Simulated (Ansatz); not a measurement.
Worked example: HNP⁺, triplet against HNP, doublet

Geometry (PBE0/def2-TZVP stationary point of a doublet), kept for both states (HNP, doublet: A'; HNP⁺, triplet: A'):

```xyz
3

N     0.0000   -0.1179    1.0172
P     0.0000    0.0319   -0.5145
H     0.0000    0.6571    1.6748
```

Basis 6-31G; Ansatz 0.2.0. Correlated methods freeze the noble-gas cores. Prefix R: restricted or restricted open-shell reference; prefix U: unrestricted.

Full CI is exact within this basis and frozen core; it isn't the basis-set limit. The frozen core follows each run's orbitals, which can shift R against U totals by a few meV.

Unrestricted rows (U, and Kohn–Sham where it breaks symmetry) aren't spin-pure: their determinants' ⟨S²⟩ exceeds S(S+1) by up to 0.17, so they mix in states of higher spin. Coupled cluster chose its determinant by trial CCSD, here up to 0.23 eV above the lowest Hartree–Fock solution of its kind, and MP2 stands on that determinant too.

```
   level  E(HNP, doublet) (hartree)  E(HNP⁺, triplet) (hartree)
    UMP2                -395.783061                 -395.390945
UCCSD(T)                -395.809209                 -395.421743
     PBE                -396.350648                 -395.934270
 wB97M-V                -396.526881                 -396.112517
 full CI                -395.811174                 -395.425453
```

Task: Give the vertical gap, HNP⁺ triplet less HNP doublet, at each level in eV (1 hartree = 27.2114 eV), and each error against full CI.

Result: full CI: (-395.425453 − (-395.811174)) × 27.2114 = 10.496 eV (the reference)
wB97M-V: (-396.112517 − (-396.526881)) × 27.2114 = 11.275 eV, error 0.779 eV
PBE: (-395.934270 − (-396.350648)) × 27.2114 = 11.330 eV, error 0.834 eV
UCCSD(T): (-395.421743 − (-395.809209)) × 27.2114 = 10.543 eV, error 0.047 eV
UMP2: (-395.390945 − (-395.783061)) × 27.2114 = 10.670 eV, error 0.174 eV

Total energies of functionals can't be set beside those of wave-function methods, since they hold the core's correlation and their own absolute errors; only the differences compare.

The set has no polarisation functions, so the order and spacing of states can differ from the basis-set limit.

In so small a basis the reference is far from its limit while semilocal and hybrid functionals are nearer theirs, so the functionals' errors here hold much of the reference's basis and frozen-core error, which can add to them or hide them.

Each level lands on the state that its own search finds. T1 diagnostics of restricted CCSD: 0.029 and 0.046.
